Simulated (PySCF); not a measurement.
Molecule: `InChI=1S/C5H9P/c1-5-6(2,3)4/h1H,2H2,3-4H3`.

Bonds (- single, = double, # triple, : aromatic): C1#C2, C2-P3, P3=C4, P3-C5, P3-C6. C1 carries H7; C4 carries H8, H9; C5 carries H10, H11, H12; C6 carries H13, H14, H15.

Frames of a GFN2-xTB Langevin trajectory at 400 K; GIAO PBE0/pcSseg-1 shieldings in PySCF 2.14.0 with density-fitted response routines, gas phase, non-relativistic; equivalent atoms averaged within each frame.

Referencing at the same level of theory: TMS for 13C (σ = 186.93 ppm) and 1H (σ = 31.72 ppm); H3PO4 for 31P (σ = 318.38 ppm). The references are static minima.

**Question.** How do the shifts (ppm) fluctuate along the trajectory?

**Answer.** 
```
         time (fs)     C1    C2  C5/C6    C4     P3    H7  H10/H11/H12/H13/H14/H15  H8/H9
optimised geometry   95.4  86.8   26.6   2.1  -35.5  2.20                     1.54   0.01
               250   96.6  93.9   30.9   5.0  -16.6  2.54                     1.89   0.20
               425   97.9  89.9   30.9  -4.6  -28.1  2.69                     1.60   0.57
               625   96.8  93.6   23.9  10.9  -37.1  2.25                     1.44  -0.08
               800   95.8  92.1   26.4   4.8  -20.4  2.45                     2.14   0.49
              1000  100.1  90.1   29.4   9.7  -21.6  2.86                     2.17  -0.02
    mean of frames   97.4  91.9   28.3   5.2  -24.7  2.56                     1.85   0.23
standard deviation    1.7   1.9    3.1   6.1    8.1  0.23                     0.32   0.29
```

5 frames give an uncertainty of the mean of about the standard deviation over 2.2 at best, since frames this close in time may not be independent; classical motion lacks zero-point vibration, and the reference would need the same averaging.
